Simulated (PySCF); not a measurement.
**H2S2 (SMILES SS) at 6 levels**

Aim: a comparison of 6 runs (M06-2X/STO-3G, PBE0/STO-3G, UPBE0/STO-3G, CCSDT/STO-3G, NEVPT2(14,10)/STO-3G, CCSD(T)/STO-3G) of H2S2. Input form: a Python script.

The calculation is run with PySCF 2.14.0.

11 further runs of the same task are left out: 11 set aside as unsound or not needed.

### Step 1. The molecule

The species is H2S2 (4 atoms), meant as a singlet with charge 0. As SMILES, `SS`. The S1–H3 distance was set to 2.020 Å, away from the relaxed value. At this shape a bond of the SMILES string is far longer than usual.

Bond lengths: S1–S2 2.046 Å, S2–H4 1.347 Å. Angles: S1–S2–H4 98.6°. A long bond or contact: S1–H3 2.020 Å.

### Step 2. A single-point energy at M06-2X/STO-3G (run 1)

File calc.py:

```python
from pyscf import gto, dft

mol = gto.M(
    atom='S 1.289444 -0.507512 -0.178415; S 0.565184 1.403258 -0.277745; H -0.225420 -1.352590 0.856880; H -0.114326 1.301948 -1.436055',
    basis='sto-3g',
    spin=0,
    max_memory=1860,
    charge=0,
    verbose=3,
)

calc0 = dft.RKS(mol, xc='m06-2x')
calc0.grids.level = 5
calc0.conv_tol = 1e-10
calc0.kernel()
if not calc0.converged:
    calc0 = calc0.newton().run(calc0.mo_coeff, calc0.mo_occ)

etot = calc0.e_tot
print(f'total energy: {etot:.8f} hartree')
```

The run is started by

```
$ OMP_NUM_THREADS=1 python calc.py
```

Log:

```text
converged SCF energy = -788.646829071058
total energy: -788.64682907 hartree
```

Run time: 3.6 s. Hardware: 1 thread of Arm Neoverse V1, shared host; peak memory 0.2 GiB.

### Step 3. A single-point energy at PBE0/STO-3G (run 2)

File mol.xyz:

```xyz
4
H2S2
S      1.289444    -0.507512    -0.178415
S      0.565184     1.403258    -0.277745
H     -0.225420    -1.352590     0.856880
H     -0.114326     1.301948    -1.436055
```

File job.py:

```python
from pyscf import gto, dft

mol = gto.Mole()
mol.atom = 'mol.xyz'
mol.max_memory = 1860
mol.spin = 0
mol.basis = 'sto-3g'
mol.verbose = 4
mol.build()

mf = dft.RKS(mol)
mf.xc = 'pbe0'
mf.grids.level = 5
mf.conv_tol = 1e-10
mf.kernel()
if not mf.converged:
    mf = mf.newton().run(mf.mo_coeff, mf.mo_occ)

energy = mf.e_tot
print('E = %.10f Eh' % energy)
```

The run is started by

```
$ OMP_NUM_THREADS=1 python job.py
```

Log:

```text
PySCF version 2.14.0

[... 69 lines left out ...]
converged SCF energy = -788.372930490381
E = -788.3729304904 Eh
```

It took 2.5 s on 1 thread of Arm Neoverse V1, shared host; peak memory 0.2 GiB.

Runs 3 to 5 aren't shown in full; the table further down has their settings and results.

### Step 4. The energy at CCSD(T)/STO-3G (run 6)

File calc.py:

```python
from pyscf import gto, scf, cc

mol = gto.M(
    atom=[
    ('S', (1.289444, -0.507512, -0.178415)),
    ('S', (0.565184, 1.403258, -0.277745)),
    ('H', (-0.225420, -1.352590, 0.856880)),
    ('H', (-0.114326, 1.301948, -1.436055)),
],
    verbose=4,
    max_memory=1860,
    basis='sto-3g',
)

myscf = scf.RHF(mol)
myscf.conv_tol = 1e-10
myscf.kernel()
if not myscf.converged:
    myscf = myscf.newton().run(myscf.mo_coeff, myscf.mo_occ)

mycc = cc.CCSD(myscf, frozen=10)
mycc.kernel()
e_t = mycc.ccsd_t()
e_tot = mycc.e_tot + e_t
print('E(%s) = %.9f' % ('CCSD(T)', e_tot))
```

The run is started by

```
$ OMP_NUM_THREADS=1 python calc.py
```

Log:

```text
PySCF version 2.14.0

[... 58 lines left out ...]
converged SCF energy = -787.353690029858
[... 12 lines left out ...]
Init t2, MP2 energy = -787.431956452825  E_corr(MP2) -0.0782664229666177
[... 13 lines left out ...]
CCSD converged
[... 2 lines left out ...]
E(CCSD(T)) = -787.477953207
```

Wall time 0.81 s (1 thread of Arm Neoverse V1, shared host); peak memory 0.1 GiB.

### Step 5. All runs side by side

| run | level | follow instability | integration grid | energy (Eh) | dipole moment (D) of the reference | HOMO energy (eV) | LUMO energy (eV) | wall time |
| --- | --- | --- | --- | --- | --- | --- | --- | --- |
| 1 | M06-2X/STO-3G | – | 5 | -788.646829 | 0.88 | -5.12 | 2.28 | 3.6 s |
| 2 | PBE0/STO-3G | – | 5 | -788.372930 | 0.98 | -3.74 | 1.31 | 2.5 s |
| 3 | UPBE0/STO-3G | yes | 5 | -788.372951 | 0.98 | -3.69 | 1.18 | 17 s |
| 4 | CCSDT/STO-3G | – | – | -787.478384 | 0.85 | -6.85 | 5.20 | 1.1 s |
| 5 | NEVPT2(14,10)/STO-3G | – | – | -787.479452 | 0.85 | -6.85 | 5.20 | 13 s |
| 6 | CCSD(T)/STO-3G | – | – | -787.477953 | 0.85 | -6.85 | 5.20 | 0.81 s |

### Step 6. Outcome

| quantity | value |
| --- | --- |
| run 6: total energy | -787.47795 Eh |
| run 6: dipole moment (Hartree–Fock density) | 0.85 D |
| run 6: HOMO energy (Hartree–Fock orbitals) | -6.85 eV |
| run 6: LUMO energy (Hartree–Fock orbitals) | 5.20 eV |
| run 6: HOMO–LUMO gap (Hartree–Fock orbitals) | 12.04 eV |
| run 6: correlation energy (10 core orbitals frozen) | -124.3 mEh |
| run 6: (T) correction | -1.38 mEh |
| run 6: T1 diagnostic | 0.012 |

In words: Over runs 1, 2, 3 the dipole moment (its size) runs from 0.88 D (M06-2X/STO-3G) to 0.98 D (PBE0/STO-3G). Over runs 1, 2, 3 the HOMO–LUMO gap runs from 4.87 eV (UPBE0/STO-3G) to 7.40 eV (M06-2X/STO-3G). Totals of different functionals can't be ranked against each other. In runs 1, 2, 3, 4, 5, 6 the basis is minimal, so the values are rough. All runs together took 38 s, the longest 17 s.
